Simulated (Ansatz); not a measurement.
in.yaml

```yaml
crystal:
  periodic: [false, false, false]
  atoms:
    - {symbol: Ge, position_ang: [0.000000, 0.000000, 0.000000]}
    - {symbol: Na, position_ang: [0.000000, 0.000000, 2.882000]}
basis:
  gaussian: {orbitals: aug-cc-pVTZ}
total_charge: 1
magnetization: {spin_polarized: true, initial_magnetization: 2}
correlation: {method: ccsdt_q, electrons: outside_noble_gas}
```

```sh
$ ansatz run in.yaml --threads 1 --pin off --events-out ev --progress --plain --max-ram 2393MiB
```

The program prints:

```
1127 factors; integrals over basis functions are off by at most 2.3e-7 eV
mean field evaluation 1: about -60872.9005 eV, gradient 7.8e0 eV
mean field evaluation 2: about -60872.9237 eV, gradient 7.8e0 eV
mean field evaluation 4: about -60873.2632 eV, gradient 8.3e-1 eV
mean field evaluation 8: about -60873.2747 eV, gradient 3.8e-3 eV
mean field evaluation 16: about -60873.2616 eV, gradient 9.2e-1 eV
mean field evaluation 32: about -60872.5852 eV, gradient 4.4e-1 eV
mean field evaluation 64: about -60872.5880 eV, gradient 1.2e-2 eV
mean field evaluation 96: about -60872.5843 eV, gradient 3.8e-1 eV
mean field evaluation 128: about -60872.5876 eV, gradient 5.9e-2 eV
mean field -60873.27471752 eV, -2237.0515844815 hartree, gradient 3.8e-6 eV, S^2 2.011603; 8 other end points of the search recorded, 0 dependent functions left out
determinant -60873.27471752 eV, -2237.0515844815 hartree, with singles and doubles -60875.08539870 eV, -2237.1181257875 hartree
determinant -60872.58801807 eV, -2237.0263487420 hartree, with singles and doubles -60874.43808034 eV, -2237.0943372762 hartree
19 core orbitals not correlated: weight in the atoms' cores, before any rotation towards them, 1.000 or more for the frozen orbitals, at most 0.000 for the correlated occupied ones
reference -60873.27471752 eV, -2237.0515844815 hartree; 3, 1 occupied and 87, 89 virtual orbitals, 1127 factors
second order -1.37262813 eV of doubles, -0.00000000 eV of singles
cycle   1  -1.65183110 eV  change   -2.8e-1 eV  update   5.2e-2
cycle   2  -1.83521477 eV  change   -1.8e-1 eV  update   2.3e-2
cycle   3  -1.83623000 eV  change   -1.0e-3 eV  update   4.4e-3
cycle   4  -1.83954626 eV  change   -3.3e-3 eV  update   1.9e-3
cycle   5  -1.83960732 eV  change   -6.1e-5 eV  update   6.4e-4
cycle   6  -1.83915595 eV  change    4.5e-4 eV  update   2.7e-4
cycle   7  -1.83918003 eV  change   -2.4e-5 eV  update   1.1e-4
cycle   8  -1.83924840 eV  change   -6.8e-5 eV  update   5.4e-5
cycle   9  -1.83924305 eV  change    5.4e-6 eV  update   2.5e-5
cycle  10  -1.83923557 eV  change    7.5e-6 eV  update   1.5e-5
cycle  11  -1.83923624 eV  change   -6.7e-7 eV  update   8.6e-6
cycle  12  -1.83923757 eV  change   -1.3e-6 eV  update   4.9e-6
cycle  13  -1.83923806 eV  change   -4.8e-7 eV  update   2.9e-6
cycle  14  -1.83923820 eV  change   -1.4e-7 eV  update   9.2e-7
cycle  15  -1.83923814 eV  change    6.2e-8 eV  update   2.9e-7
perturbative correction -0.00106693 eV, -0.0000392090 hartree
Total energy: -60875.11502259 eV, -2237.1192144454 hartree
```

Ran on 1 thread of Arm Neoverse V1, shared host: 97 s wall, 1.2 GiB peak host memory.
